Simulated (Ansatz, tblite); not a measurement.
# The cluster CaI₂: charged states by level of theory

An exercise on one series of results from a longer session: the logs are not shown, and one member is left open.

Program: Ansatz 0.2.0, Gaussian basis. Level of theory: as each input shows. These are calculated values, not measurements.

Plan: charge +1 doublet, at the geometry of the singlet (PBE0-D4/def2-TZVP, PBE-D4/def2-TZVP, r2SCAN-D4/def2-TZVP, CCSD(T)/def2-TZVPP); charge -1 doublet, at the geometry of the singlet (PBE0-D4/def2-TZVPD, PBE-D4/def2-TZVPD, r2SCAN-D4/def2-TZVPD); the starting singlet's energies come from earlier runs.

3 further runs of the same task are left out: 1 that didn't finish, 2 set aside as unsound or not needed.

## The structure

The geometry is that of the singlet, from an earlier relaxation (PBE-D4/def2-TZVP). At that level it is the lowest of the isomers that a small search found.

3 atoms, charge 0, spin multiplicity 1.

Atoms are counted from 1 here; the program's logs count them from 0.

Bond lengths: Ca1–I2 2.828 Å, Ca1–I3 2.828 Å. Angles: I2–Ca1–I3 179.2°.

Geometry (Å):

```mol
CaI2
  3D, bonds by distance, orders not assigned

  3  2  0  0  0  0  0  0  0  0999 V2000
   -0.0078    0.0066   -0.0082 Ca  0  0
   -2.2663   -0.9858    1.3735 I   0  0
    2.2742    0.9792   -1.3652 I   0  0
  1  2  8  0
  1  3  8  0
M  END
```

I takes a core potential in the def2 sets. No spin-orbit coupling is included.

The first run:

in.yaml

```yaml
crystal:
  periodic: [false, false, false]
  atoms:
    - {symbol: Ca, position_ang: [-0.007839, 0.006649, -0.008220]}
    - {symbol: I, position_ang: [-2.266331, -0.985801, 1.373469]}
    - {symbol: I, position_ang: [2.274170, 0.979151, -1.365249]}
basis:
  gaussian: {orbitals: def2-SVP}
total_charge: 1
magnetization: {spin_polarized: true, initial_magnetization: 1}
hamiltonian: {xc: pbe0, dispersion: d4}
output: {orbitals: {seedname: orbitals}}
```

Run with:

```bash
ansatz run in.yaml --threads 4 --pin off --events-out ev --progress --plain --max-ram 3916MiB
```

Among the steps run: Charge +1 doublet at the fixed geometry, first pass, PBE0-D4/def2-SVP; Charge +1 doublet at the fixed geometry, PBE0-D4/def2-TZVP; Charge +1 doublet at the fixed geometry, PBE-D4/def2-TZVP; Charge +1 doublet at the fixed geometry, r2SCAN-D4/def2-TZVP; Charge +1 doublet at the fixed geometry, CCSD(T)/def2-TZVPP.

One of the session's tables, all rows but one given; the rest of the session is left out.

It belongs to the step «Vertical ionisation energy». 

```
             method  vertical ionisation energy (eV)
      HF/def2-TZVPP                             8.66
   PBE-D4/def2-TZVP                             8.66
r2SCAN-D4/def2-TZVP                             8.84
  PBE0-D4/def2-TZVP                             9.03
     MP2/def2-TZVPP                                ?
    CCSD/def2-TZVPP                             9.43
 CCSD(T)/def2-TZVPP                             9.48
```

**Question.** Estimate the row for MP2/def2-TZVPP.

The run gave: vertical ionisation energy (eV): 9.61. In the column «vertical ionisation energy (eV)» it is the highest.

To keep in mind: The anion's highest level is positive in at least one run, so there the basis alone may hold the extra electron.
